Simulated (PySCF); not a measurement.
# C4H9: the cost of one run

Programs: PySCF 2.14.0, with density-fitted response routines of our own. Each step states its level of theory. These are calculated values for one molecule in the gas phase, unless marked as measured. Atoms are numbered from 0 throughout.

**1. The starting structure**

13 atoms, charge 1, multiplicity 1; geometry from: GFN2-xTB. The atoms were then displaced at random by about 0.01 Å, so the start is not that level's minimum.

Bonds of the start (Å): C0–C1 1.42, C1–C2 1.43, C1–C3 1.42, C0–H4 1.10, C0–H5 1.09, C0–H6 1.11, C2–H7 1.12, C2–H8 1.09, C2–H9 1.09, C3–H10 1.13, C3–H11 1.09, C3–H12 1.08.

**2. Geometry optimisation at PBE0-D3(BJ)/def2-SVP**

What the job is given:

```
{"job": {"xc": "PBE0", "basis": "def2-SVP", "d3": "d3bj", "grid": 1, "shake": 0.01, "kind": "geom"}, "charge": 1, "multiplicity": 1}
C     -0.399950     1.357110     0.082900
C     -0.007110    -0.005660    -0.003800
C      1.387140    -0.336300     0.031820
C     -0.957800    -1.048330    -0.127310
H     -0.951030     1.523560     1.019260
H      0.394180     2.100450     0.019240
H     -1.175260     1.606550    -0.669670
H      1.895600     0.135430     0.907700
H      1.918510     0.150610    -0.782470
H      1.607830    -1.404100     0.039730
H     -2.026530    -0.701210    -0.055350
H     -0.838880    -1.564510    -1.074950
H     -0.840890    -1.830480     0.602580
```

Command:

```console
OMP_NUM_THREADS=1 python probes_run.py task.json out
```

This one command runs all jobs of the session in turn.

Q: Estimate the wall time and peak memory of this first job on 1 thread of AMD EPYC 7R32, shared host.

About 14 s, with a peak of 0.42 GiB.
